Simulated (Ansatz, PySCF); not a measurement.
System: hydrogen cyanide, CHN, net charge 0, singlet state. 
Structure (B3LYP-D3(BJ)/def2-TZVP (Ansatz, a program for electronic structure) minimum search):
SMILES: C#N
```xyz
3

C      0.0000     0.0000    -0.4969
N      0.0000     0.0000     0.6493
H      0.0000     0.0000    -1.5636
```

Quantity: atomisation energy (electronic, to ground-state atoms), in kcal/mol. Correlated levels leave the core frozen unless marked. Open shells are spin-unrestricted. Spin-orbit coupling is left out. Non-relativistic. The coupled-cluster limit lacks core correlation, which all-electron functionals hold. Basis-set limits of correlation are two-point, X^-3; Hartree-Fock from the larger set (for Q and 5 zeta extrapolated as (X+1)exp(-9√X)).

```csv
level,program,atomisation energy (kcal/mol)
HF-D3(BJ)/def2-TZVPD,PySCF + dftd3,205.1
r2SCAN-D3(BJ)/def2-TZVPD,Ansatz + dftd3,307.9
PBE0/def2-TZVPD,Ansatz,?
CCSD/def2-SVPD,Ansatz,?
"CCSD(T)/CBS(cc-pVQZ,cc-pV5Z)",Ansatz,311.3
```

Question: Fill in the missing entries.

Answer: 
- PBE0/def2-TZVPD, atomisation energy (kcal/mol): 310.8
- CCSD/def2-SVPD, atomisation energy (kcal/mol): 288.3
